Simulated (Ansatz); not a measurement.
This script drives the Python package of Ansatz (0.2.0).

`ch7nsi.xyz`
```text
10

N    -1.29120    0.51140   -0.50650
C     0.11500    0.55980   -0.35620
Si    0.67910   -0.75650    0.81590
H    -1.56190   -0.29530   -0.98170
H    -1.61010    1.30590   -1.16370
H     0.42580    1.56070    0.01660
H     0.61490    0.42400   -1.33050
H     0.33120   -2.08500    0.33910
H     0.18100   -0.53460    2.24420
H     2.19920   -0.74140    0.92570
```

Script `scan_ch7nsi.py`:
```python
import warnings

import ansatz as az
import numpy as np

warnings.simplefilter('ignore', az.DeckWarning)

mol = az.Crystal.molecule_from_extxyz('ch7nsi.xyz')

symbols = [site.symbol for site in mol.cartesian_sites]
start = np.array([site.position_ang for site in mol.cartesian_sites])
axis = (start[0] - start[1]) / np.linalg.norm(start[0] - start[1])
moving = [0, 3, 4]
lengths, energies = [1.2, 1.3, 1.42, 1.56, 1.77, 2.12, 2.55, 3.11], []
for length in lengths:
    xyz = start.copy()
    xyz[moving] += (length - np.linalg.norm(start[0] - start[1])) * axis
    point = az.Crystal.molecule()
    for symbol, place in zip(symbols, xyz):
        point = point.atom(symbol, place.tolist())
    base = point.calculation()
    base = base.basis(gaussian='cc-pVDZ')
    base = base.functional('pbe0').spin('collinear')
    data = base.run(threads=1, backend='cpu').report
    energies.append(data['free_energy_ev'])
    print(f'r = {length:6.3f} A  E = {energies[-1]:.5f} eV  <S^2> = {abs(data["mean_field"]["state"]["spin_squared"]):.3f}')

print('energy above the lowest point (eV):', [round(e - min(energies), 3) for e in energies])
```

It is started by `python scan_ch7nsi.py`. How long does it take on 1 thread of Intel(R) Xeon(R) Platinum 8488C (Sapphire Rapids), with other jobs on the host, and how much memory does it need?

It took about 39 s, with a peak of 0.27 GiB, for 8 runs of the engine.

```console
$ python scan_ch7nsi.py
r =  1.200 A  E = -10509.56786 eV  <S^2> = 0.000
r =  1.300 A  E = -10510.92950 eV  <S^2> = 0.000
r =  1.420 A  E = -10511.52761 eV  <S^2> = 0.000
r =  1.560 A  E = -10511.45077 eV  <S^2> = 0.000
r =  1.770 A  E = -10510.67358 eV  <S^2> = 0.000
r =  2.120 A  E = -10509.05970 eV  <S^2> = 0.000
r =  2.550 A  E = -10507.92369 eV  <S^2> = 0.708
r =  3.110 A  E = -10507.64023 eV  <S^2> = 0.958
energy above the lowest point (eV): [1.96, 0.598, 0.0, 0.077, 0.854, 2.468, 3.604, 3.887]
```

Notes:
- Total energies depend on the basis set; only differences at equal settings carry meaning.
- The rest of the molecule is held rigid at a force-field or estimated start geometry, and the basis set is modest; single-reference methods fail as a bond breaks.
- The expectation value of S² is noticeably off S(S+1) in at least one run, so that state is spin-contaminated.
